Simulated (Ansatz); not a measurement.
We consider PbSeO4 (P2₁/c, No. 14), described by B3LYP (VWN-RPA form) in Ansatz (PAW).

Settings: plane-wave cutoff 460 eV, 4×4×4 k mesh, Fermi–Dirac smearing 0.01 eV, scalar-relativistic PAW data made under PBE.

Cell (measured lattice):

```cif
data_O16Pb4Se4
_chemical_formula_sum 'Pb4 Se4 O16'
_space_group_name_H-M_alt 'P21/c'
_space_group_IT_number 14
_space_group_name_Hall '-P 2ybc'
_cell_length_a 6.95400
_cell_length_b 7.40700
_cell_length_c 8.77030
_cell_angle_alpha 90.000
_cell_angle_beta 127.406
_cell_angle_gamma 90.000
loop_
_atom_site_label
_atom_site_type_symbol
_atom_site_symmetry_multiplicity
_atom_site_Wyckoff_symbol
_atom_site_fract_x
_atom_site_fract_y
_atom_site_fract_z
_atom_site_occupancy
Pb1 Pb 4 e 0.18590 0.35070 0.28400 1
Se1 Se 4 e 0.68600 0.33640 0.30410 1
O1 O 4 e 0.19070 0.99430 0.23970 1
O2 O 4 e 0.13380 0.66040 0.11960 1
O3 O 4 e 0.34010 0.88980 0.02520 1
O4 O 4 e 0.40750 0.29170 0.11940 1
```

Question: What does this level give for the band gap, smallest direct gap on the k points sampled and Γ–Γ gap?

Answer: 
- band gap = 5.41 eV
- smallest direct gap on the k points sampled = 5.52 eV
- Γ–Γ gap = 6.79 eV

Note: cell and atoms aren't relaxed at this level (largest force component 0.43 eV/Å, pressure 4.6 GPa); this cell isn't known to be the ambient phase, and symmetry holds it in the calculation.

Spin–orbit coupling is not included; with these elements it can move the gap by several tenths of an eV or more.

Ansatz is a quantum-chemistry and plane-wave program.
